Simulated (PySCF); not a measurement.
Method: B3LYP-D3(BJ)/def2-TZVP // PBE0-D4/def2-TZVP (PySCF). Isolated molecules, 0 K electronic values unless said otherwise. B3LYP has the VWN-RPA correlation part, as in Gaussian. 

Reference species (SMILES): `C[CH2]` (neutral, multiplicity 2).

```yaml
highest_occupied_spin_orbital: -5.61 eV
```

Changed species: `[SH]` (radical fragment; the reference has radical fragment).

**Question.** Give the shifts of the highest occupied spin orbital.

**Answer.** the highest occupied spin orbital falls by 1.56 eV, to -7.17 eV.
